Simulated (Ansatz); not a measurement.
C₂H₆Si (`C=C[SiH3]`). Charge 0, multiplicity 1. The geometry is a stationary point of PBE0-D4/def2-TZVP.

```xyz
9

C     0.461    1.299    0.695
C     0.311    0.538   -0.384
Si   -0.460   -1.154   -0.335
H     0.137    0.967    1.678
H     0.914    2.286    0.649
H     0.656    0.928   -1.340
H    -1.667   -1.212   -1.204
H    -0.848   -1.468    1.066
H     0.495   -2.185   -0.825
```

(1) What is the dipole moment at PBE/def2-TZVPP? (An estimate is asked.)

(2) And with r2SCAN, B3LYP, ωB97M-V? (Estimate.)

(3) Give the Mulliken charges with PBE, ωB97M-V, B3LYP in def2-TZVPP. (Best estimate.)

## Answers

(1) Computed: 0.75 D, with components (0.30, 0.68, 0.06) D in this frame, pointing from negative to positive charge.

(2) Ansatz gave: r2SCAN 0.77 D, B3LYP 0.74 D, ωB97M-V 0.76 D.

(3) Computed: 
| atom | PBE | ωB97M-V | B3LYP |
| --- | --- | --- | --- |
| C1 | -0.18 | -0.18 | -0.19 |
| C2 | -0.15 | -0.23 | -0.20 |
| Si3 | 0.23 | 0.21 | 0.31 |
| H4 | 0.09 | 0.10 | 0.10 |
| H5 | 0.10 | 0.11 | 0.11 |
| H6 | 0.08 | 0.09 | 0.09 |
| H7 | -0.06 | -0.03 | -0.07 |
| H8 | -0.06 | -0.03 | -0.08 |
| H9 | -0.06 | -0.03 | -0.07 |

B3LYP here is the variant with VWN-RPA as its local correlation; programs differ in this.
